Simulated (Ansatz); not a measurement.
in.yaml

```yaml
crystal:
  periodic: [false, false, false]
  atoms:
    - {symbol: Br, position_ang: [0.000000, 0.000000, -1.620333]}
    - {symbol: H, position_ang: [0.000000, 0.000000, 0.437667]}
    - {symbol: H, position_ang: [0.000000, 0.000000, 1.182667]}
basis:
  gaussian: {orbitals: cc-pVTZ}
magnetization: {spin_polarized: false, initial_magnetization: 1}
correlation: {method: ccsdt_q, electrons: outside_noble_gas}
```

```sh
$ ansatz run in.yaml --threads 1 --pin off --events-out ev --progress --plain --max-ram 2393MiB
```

Log:

```
730 factors; integrals over basis functions are off by at most 2.6e-7 eV
mean field evaluation 1: about -70029.4475 eV, gradient 7.2e0 eV
mean field evaluation 2: about -70029.4493 eV, gradient 7.1e0 eV
mean field evaluation 4: about -70030.0946 eV, gradient 1.1e0 eV
mean field evaluation 8: about -70030.1052 eV, gradient 1.2e-4 eV
mean field evaluation 16: about -70030.1044 eV, gradient 3.2e-1 eV
mean field evaluation 32: about -70030.0982 eV, gradient 3.7e-1 eV
mean field evaluation 64: about -70029.7907 eV, gradient 1.1e-2 eV
mean field evaluation 96: about -70030.1052 eV, gradient 1.8e-2 eV
mean field -70030.10519857 eV, -2573.5588979372 hartree, gradient 5.4e-6 eV, S^2 0.750000; 7 other end points of the search recorded, 0 dependent functions left out
mean field evaluation 128: about -70030.1348 eV, gradient 4.8e-1 eV
determinant -70030.10519857 eV, -2573.5588979372 hartree, with singles and doubles -70035.70633738 eV, -2573.7647359919 hartree
determinant -70029.79071813 eV, -2573.5473409941 hartree, with singles and doubles -70035.35972950 eV, -2573.7519983873 hartree
determinant -70030.10519857 eV, -2573.5588979372 hartree, with singles and doubles -70035.64747238 eV, -2573.7625727430 hartree
determinant -70029.79071813 eV, -2573.5473409941 hartree, with singles and doubles -70035.29649863 eV, -2573.7496746957 hartree
mean field evaluation 160: about -70030.1052 eV, gradient 7.9e-5 eV
14 core orbitals not correlated: weight in the atoms' cores, before any rotation towards them, 1.000 or more for the frozen orbitals, at most 0.000 for the correlated occupied ones
reference -70030.10519857 eV, -2573.5588979372 hartree; 5, 4 occupied and 52, 53 virtual orbitals, 730 factors
second order -4.75061138 eV of doubles, -0.08757014 eV of singles
cycle   1  -5.37060808 eV  change   -5.3e-1 eV  update   5.5e-2
cycle   2  -5.69252657 eV  change   -3.2e-1 eV  update   2.0e-2
cycle   3  -5.71115477 eV  change   -1.9e-2 eV  update   7.7e-3
cycle   4  -5.70250627 eV  change    8.6e-3 eV  update   3.7e-3
cycle   5  -5.70488112 eV  change   -2.4e-3 eV  update   1.8e-3
cycle   6  -5.70444268 eV  change    4.4e-4 eV  update   7.2e-4
cycle   7  -5.70450173 eV  change   -5.9e-5 eV  update   1.8e-4
cycle   8  -5.70470320 eV  change   -2.0e-4 eV  update   7.8e-5
cycle   9  -5.70465835 eV  change    4.5e-5 eV  update   2.8e-5
cycle  10  -5.70462776 eV  change    3.1e-5 eV  update   1.0e-5
cycle  11  -5.70463314 eV  change   -5.4e-6 eV  update   3.9e-6
cycle  12  -5.70464158 eV  change   -8.4e-6 eV  update   1.5e-6
cycle  13  -5.70464360 eV  change   -2.0e-6 eV  update   4.1e-7
cycle  14  -5.70464375 eV  change   -1.5e-7 eV  update   1.3e-7
perturbative correction -0.00386242 eV, -0.0001419415 hartree
Total energy: -70035.81370474 eV, -2573.7686816698 hartree
```

Ran on 1 thread of Arm Neoverse V1, shared host: 74 s wall, 0.76 GiB peak host memory.
